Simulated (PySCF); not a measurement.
BCl3, SMILES ClB(Cl)Cl (connectivity only; charge and spin as stated), charge +1, multiplicity 2. Geometry optimised at PBE-D3(BJ)/def2-SVP. The spin state was assumed, not searched. The isomer is the one that the SMILES or the coordinates give; other isomers of the formula were not compared.

Method: PBE-D3(BJ)/def2-SVP in PySCF.

Harmonic wavenumbers (cm⁻¹): 169, 169, 392, 462, 875, 875. Rotational constants (GHz): 3.147, 3.147, 1.573; symmetry number 6.

Work out the zero-point energy and the ideal-gas rigid-rotor harmonic-oscillator thermochemistry at 298.15 K and 1 atm.

ZPE = ½ Σ hcν = ½ × 2941 cm⁻¹ = 17.59 kJ/mol. H − E(el) = 32.53 kJ/mol. Entropy in J/(mol K): translation 168.16, rotation 99.85, vibration 29.13, spin 5.76, total 302.89. G − E(el) = -57.78 kJ/mol. Cp = 65.28 J/(mol K).
